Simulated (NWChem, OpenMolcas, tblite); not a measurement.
**A ladder of methods for C2H2F4 (norflurane)**

C2H2F4: 8 atoms, total charge 0, spin state singlet. SMILES: `FCC(F)(F)F`. The shape is that of a PBE0-D4/def2-TZVP optimisation.

```xyz
8

F    -0.2246   -1.5065    0.9152
C    -0.2112   -0.7378   -0.2117
C     0.2112    0.6743    0.1355
F     1.4344    0.7113    0.6624
F     0.2171    1.4118   -0.9821
F    -0.6246    1.2436    1.0029
H     0.5020   -1.1486   -0.9301
H    -1.2123   -0.7051   -0.6479
```

Quantity: the vertical energy of the triplet above the singlet, in eV. The values are calculated.

```csv
level,kind,program,value (eV),CPU time (all runs)
GFN2-xTB,semi-empirical,tblite,12.46,under 2 s
HF/cc-pVDZ,Hartree–Fock,OpenMolcas,10.58,44 s
SVWN5/cc-pVDZ,LDA,OpenMolcas,8.72,65 s
PBE/cc-pVDZ,GGA,OpenMolcas,8.75,1.7 min
r2SCAN/cc-pVDZ,meta-GGA,OpenMolcas,9.19,2.4 min
BHLYP/cc-pVDZ,global hybrid,OpenMolcas,10.21,2 min
M06-2X/cc-pVDZ,hybrid meta-GGA,OpenMolcas,10.02,2.5 min
CAM-B3LYP/cc-pVDZ,range-separated hybrid,NWChem,9.72,2.3 min
B2PLYP/cc-pVDZ,double hybrid,NWChem,9.90,54 s
```

The values span 8.72 to 12.46 eV. A triplet this far above the singlet is often a Rydberg-like or dissociative state; sets without diffuse functions put Rydberg states too high. CPU times are rough (shared hosts, several kinds of processor): they show what a rung costs within a factor of a few.
